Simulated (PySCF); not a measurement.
Electric properties by functional and basis

Compound: C₄H₇Cl.
SMILES: `CC/C=C\Cl`

PySCF, dipoles from the SCF density, polarisabilities from static response with core orbitals frozen. Geometry: PBE0-D3(BJ)/def2-SVP, one conformer, isolated molecule.

**Question.** How do dipole and polarisability depend on functional and basis here?

**Answer.** 

```json
{"level": "LDA/def2-SVPD", "μ (D)": "1.595", "α (au)": "68.29", "anisotropy (au)": "30.68"}
{"level": "PBE/def2-SVPD", "μ (D)": "1.586", "α (au)": "67.51", "anisotropy (au)": "30.59"}
{"level": "B3LYP/def2-SVPD", "μ (D)": "1.642", "α (au)": "65.96", "anisotropy (au)": "29.62"}
{"level": "PBE0/def2-SVPD", "μ (D)": "1.680", "α (au)": "65.22", "anisotropy (au)": "29.21"}
{"level": "BHandHLYP/def2-SVPD", "μ (D)": "1.740", "α (au)": "63.98", "anisotropy (au)": "28.72"}
{"level": "CAM-B3LYP/def2-SVPD", "μ (D)": "1.692", "α (au)": "64.94", "anisotropy (au)": "28.79"}
{"level": "wB97X-D/def2-SVPD", "μ (D)": "1.723", "α (au)": "64.79", "anisotropy (au)": "28.42"}
{"level": "LC-wPBE/def2-SVPD", "μ (D)": "1.757", "α (au)": "63.14", "anisotropy (au)": "27.72"}
{"level": "HF/def2-SVPD", "μ (D)": "1.879", "α (au)": "62.47", "anisotropy (au)": "28.37"}
{"level": "PBE0/6-31G*", "μ (D)": "1.727", "α (au)": "51.90", "anisotropy (au)": "32.25"}
{"level": "PBE0/6-31+G*", "μ (D)": "1.707", "α (au)": "59.43", "anisotropy (au)": "29.62"}
{"level": "PBE0/def2-SVP", "μ (D)": "1.470", "α (au)": "53.05", "anisotropy (au)": "29.86"}
{"level": "PBE0/aug-cc-pVDZ", "μ (D)": "1.647", "α (au)": "66.22", "anisotropy (au)": "29.40"}
{"level": "PBE0/def2-TZVP", "μ (D)": "1.573", "α (au)": "61.70", "anisotropy (au)": "30.27"}
{"level": "PBE0/def2-TZVPD", "μ (D)": "1.623", "α (au)": "66.68", "anisotropy (au)": "29.59"}
```

The anisotropy is √(½[(α1 − α2)² + (α2 − α3)² + (α3 − α1)²]). The dipole runs from 1.47 D (PBE0/def2-SVP) to 1.88 D (HF/def2-SVPD). No reference polarisability is at hand; against PBE0 in the largest diffuse basis at hand (def2-TZVPD) the other PBE0 rows deviate by 6-31G* -22%, 6-31+G* -11%, def2-SVP -20%, def2-SVPD -2%, aug-cc-pVDZ -1%, def2-TZVP -7%. In one basis (def2-SVPD) the functionals order the polarisability from HF (lowest) to LDA (highest), a spread of 9%. With PBE0 the polarisability is 55.55 au without diffuse functions (mean of 6-31G*, def2-SVP and def2-TZVP) and 64.39 au with them (mean of 6-31+G*, def2-SVPD, aug-cc-pVDZ and def2-TZVPD).
